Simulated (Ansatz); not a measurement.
# C3H7NO: the cost of one run

Program: Ansatz 0.2.0. Level of theory: RKS PBE-D4/6-31G*. These are calculated values, not measurements.

## (1) The structure to begin with

Bond lengths: C1–C2 1.385 Å, C2–O3 1.377 Å, C2–N4 1.332 Å, N4–C5 1.422 Å, C1–H6 1.108 Å, C1–H7 1.041 Å, O3–H8 1.012 Å, N4–H9 1.072 Å, C5–H10 1.113 Å, C5–H11 1.060 Å, C5–H12 1.072 Å. Angles (14 of 16 angles, heavy atoms first): C1–C2–O3 120.6°, C1–C2–N4 125.0°, O3–C2–N4 114.4°, C2–N4–C5 131.7°, C2–C1–H6 116.2°, C2–C1–H7 124.0°, C2–O3–H8 103.3°, C2–N4–H9 106.7°, C5–N4–H9 114.0°, N4–C5–H10 107.0°, N4–C5–H11 109.5°, N4–C5–H12 111.8°, H6–C1–H7 119.4°, H10–C5–H11 110.7°.

Structure file:

```xyz
12

C     1.2335   -0.3742    0.9459
C    -0.1188   -0.4761    0.6634
O    -0.9002   -1.4127    1.3021
N    -0.7677    0.2575   -0.2394
C    -0.3151    0.9609   -1.3895
H     1.7824    0.4369    0.4282
H     1.7209   -0.9401    1.6715
H    -0.2652   -1.8269    1.9720
H    -1.7393   -0.1809   -0.3509
H     0.3930    1.7429   -1.0348
H     0.1704    0.2872   -2.0480
H    -1.1170    1.4702   -1.8864
```

## (2) Relaxing end A

input.yaml reads:

```yaml
crystal:
  periodic: [false, false, false]
  atoms:
    - { symbol: C, position_ang: [1.2335, -0.3742, 0.9459] }
    - { symbol: C, position_ang: [-0.1188, -0.4761, 0.6634] }
    - { symbol: O, position_ang: [-0.9002, -1.4127, 1.3021] }
    - { symbol: "N", position_ang: [-0.7677, 0.2575, -0.2394] }
    - { symbol: C, position_ang: [-0.3151, 0.9609, -1.3895] }
    - { symbol: H, position_ang: [1.7824, 0.4369, 0.4282] }
    - { symbol: H, position_ang: [1.7209, -0.9401, 1.6715] }
    - { symbol: H, position_ang: [-0.2652, -1.8269, 1.972] }
    - { symbol: H, position_ang: [-1.7393, -0.1809, -0.3509] }
    - { symbol: H, position_ang: [0.393, 1.7429, -1.0348] }
    - { symbol: H, position_ang: [0.1704, 0.2872, -2.048] }
    - { symbol: H, position_ang: [-1.117, 1.4702, -1.8864] }
basis:
  gaussian: { orbitals: "6-31G*" }
hamiltonian:
  xc: pbe
  dispersion: d4
relax:
  f_tol: 0.015
  max_steps: 40
```

Launch:

```sh
$ ansatz run input.yaml --threads 1 --pin off --max-ram 2048MiB --backend cpu --events-out ev --progress --plain --runs-dir out
```

Q: Estimate wall time and peak memory on 1 thread of Intel Xeon 6975P-C (Granite Rapids), shared host.

About 23 s, with a peak of 0.19 GiB.
